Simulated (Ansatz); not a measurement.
# HGaAl, quartet in 6-31G: errors against full CI

Geometry: a point of a stretch scan, not a stationary point.

```yaml
atoms:
  - { symbol: Al, position_ang: [0.0000, 0.0000, 2.9629] }
  - { symbol: Ga, position_ang: [0.0000, 0.0000, -0.7021] }
  - { symbol: H, position_ang: [0.0000, 0.0000, -2.2608] }
```

Basis 6-31G (Cartesian d functions); Ansatz 0.2.0. Only valence electrons are correlated (noble-gas cores and the filled d shells of p-block atoms frozen), which leaves 7 electrons in 25 orbitals. Prefix R: restricted or restricted open-shell reference; prefix U: unrestricted. Active spaces: pair = (5e, 5o) about the gap; valence = (7e, 9o) chosen from the atoms' valence shells. No spin–orbit coupling is included, and no scalar relativity.

Full CI is exact within this basis and frozen core; it isn't the basis-set limit. The frozen core follows each run's orbitals, which can shift R against U totals by a few meV for light atoms and by up to 0.1 eV past Ca.

Coupled cluster chose its determinant by trial CCSD, here up to 0.59 eV above the lowest Hartree–Fock solution of its kind.

The UHF ⟨S²⟩ is 3.769. The T1 diagnostic (RCCSD) is 0.0425 and the largest doubles amplitude (RCCSD) is 0.351.

```
    level  E − E(determinant under the R cluster runs) (eV)
   RCCSD*                                           -2.3860
RCCSD(T)*                                           -2.4853
```

Estimate how far full CI in 6-31G lies from RCCSD(T). The table doesn't fix it; the size of (T) and the diagnostics are the guide.

Full CI in 6-31G lies 2.08 mEh below RCCSD(T), which is 57 % of the (T) step (-3.65 mEh). T1 is raised, a doubles amplitude is large, and the rest is a large part of (T). The miss exceeds 1 kcal/mol.

The other levels:

```json
{"level": "BCCD(T)*", "E − E(full CI) (mEh)": "2.40", "share of correlation (%)": "97.43", "wall time": "15 s"}
{"level": "RCCSDT*", "E − E(full CI) (mEh)": "0.33", "share of correlation (%)": "99.64", "wall time": "–"}
{"level": "RCCSDT(Q)*", "E − E(full CI) (mEh)": "0.01", "share of correlation (%)": "99.99", "wall time": "18 s"}
{"level": "CASSCF (pair space)", "E − E(full CI) (mEh)": "54.06", "share of correlation (%)": "42.12", "wall time": "–"}
{"level": "NEVPT2 (pair space)", "E − E(full CI) (mEh)": "27.44", "share of correlation (%)": "70.62", "wall time": "9 s"}
{"level": "MRCISD (pair space)", "E − E(full CI) (mEh)": "8.03", "share of correlation (%)": "91.40", "wall time": "–"}
{"level": "MRCISD+Q (pair space)", "E − E(full CI) (mEh)": "2.69", "share of correlation (%)": "97.12", "wall time": "10 s"}
{"level": "CASSCF (valence space)", "E − E(full CI) (mEh)": "20.48", "share of correlation (%)": "78.08", "wall time": "–"}
{"level": "NEVPT2 (valence space)", "E − E(full CI) (mEh)": "6.67", "share of correlation (%)": "92.86", "wall time": "7 s"}
{"level": "MRCISD (valence space)", "E − E(full CI) (mEh)": "0.45", "share of correlation (%)": "99.52", "wall time": "–"}
{"level": "MRCISD+Q (valence space)", "E − E(full CI) (mEh)": "-0.06", "share of correlation (%)": "100.06", "wall time": "8 s"}
```

An asterisk marks runs whose energy the program itself flagged as in doubt.

The correlation energy at full CI, counted from the determinant under the R cluster runs, is -2.542 eV. That run took 2.4 min on 1 thread of Arm Neoverse V2, shared host over 3,993,174 determinants.

Run but not shown, since their state or frozen core can't be matched to the reference's or they repeat it: RHF, UHF, RMP2, UMP2, UCCSD, UCCSD(T), UCCSDT, UCCSDT(Q).

Times hold each run's SCF and search for its determinant on a shared host, so for small cases they say little of a method's own cost; they ran on 1 thread of Arm Neoverse V2.

The full-CI state has the irrep A2 of C2v, in the program's axes (one component, if the state is degenerate).

Natural occupations of full CI about the gap: 1.953 1.893 1.001 0.851 0.851 0.171 0.171 0.051 0.024 0.007; effectively unpaired electrons, Σ n²(2−n)², 3.17.
